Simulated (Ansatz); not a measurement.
Energy profile

The step: SiH₄O₂ ([OH][SiH2][OH]) → SiH₂O ([O][SiH2]) + H₂O (still joined by a long Si–O bond); bonds formed: O2–H4; bonds broken: O3–H4; bonds weakened to dative contacts: Si1–O2 (atoms numbered as in the saddle structure below).

| atom | x (Å) | y (Å) | z (Å) |
| --- | --- | --- | --- |
| Si1 | -0.2182 | -0.1641 | 0.7065 |
| O2 | 0.4513 | 0.5913 | -0.8732 |
| O3 | 0.5778 | -1.4471 | 0.3218 |
| H4 | 0.8158 | -0.4117 | -0.8477 |
| H5 | -1.6927 | -0.0556 | 0.5291 |
| H6 | 0.2294 | 0.7677 | 1.7697 |
| H7 | -0.1636 | 0.7194 | -1.6062 |

Electronic energies by CCSD(T) at an estimated basis limit (MP2 extrapolated from triple and quadruple zeta, plus CCSD(T) − MP2 in triple zeta), on PBE0-D4/def2-TZVP structures; SiH₄O₂, closed shell; no counterpoise correction. Ansatz 0.2.0; basis: def2-TZVPP and def2-QZVPP; cores frozen in the correlated methods. Extrapolation: Hartree–Fock as exp(−7.88 √X), correlation as X^−2.97.

**Question.** Give the profile in kcal/mol, counted from the start structure. (An estimate is asked for; the value comes from the calculation.)

**Answer.** By the calculation:
| point | kcal/mol |
| --- | --- |
| start structure | 0.00 |
| saddle | 53.22 |
| end structure | 50.92 |
| separated: SiH₂O (linked as [O][SiH2]; Si1, O3, H5, H6; singlet) + H₂O (O2, H4, H7; singlet) | 70.49 |

The T1 diagnostic stays at or below 0.023.

For scale, one of the runs: CCSD(T)/def2-TZVPP, 160 basis functions, launched by `ansatz run in.yaml --threads 2 --pin off --events-out ev --progress --plain --max-ram 4352MiB`. Time: 22 s of wall clock on 2 CPU threads of an Arm Neoverse V1; the host was shared. Peak host memory: 1.2 GiB.
